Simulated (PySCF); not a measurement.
Two-photon absorption: SMILES C#CC#CO, C4H2O

Geometry (Å), atoms numbered from 1 in this order:
```xyz
7

C     2.3807    0.0975   -0.3699
C     1.2040   -0.0141   -0.1398
C    -0.1234   -0.1255    0.1213
C    -1.3024   -0.2127    0.3597
O    -2.5719   -0.3771    0.5968
H     3.4050    0.1894   -0.5699
H    -2.9887    0.4475    0.8742
```

Level of theory: TDDFT CAM-B3LYP/def2-SVPD excited states, vertical, gas phase (PySCF). Geometry: GFN2-xTB.

(1) Give the one- and two-photon strengths of the lowest singlets.

Answers

(1) δ for parallel linear polarisation; σ at the peak of a Lorentzian of half width 0.1 eV, single beam; Ω is circular over linear.
```
state  E (eV)      f  photon λ (nm)  δ (au)  σ (GM)     Ω                                  main
   S1    4.64  0.000            534     0.1    0.00  1.50                      HOMO→LUMO+1 0.90
   S2    5.09  0.000            487    5.74    0.06  0.66  HOMO→LUMO+2 0.49, HOMO−1→LUMO+1 0.46
   S3    5.33  0.000            465    0.11    0.00  1.50                    HOMO−1→LUMO+2 0.96
   S4    5.66  0.001            438    0.52    0.01  1.49                        HOMO→LUMO 0.87
   S5    6.13  0.003            404    12.4    0.17  0.93                      HOMO−1→LUMO 0.88
```

Among these, the strongest one-photon state is S5, the strongest two-photon state S5, with a dipole change of 9.7 D (relaxed, norm of the difference vector).
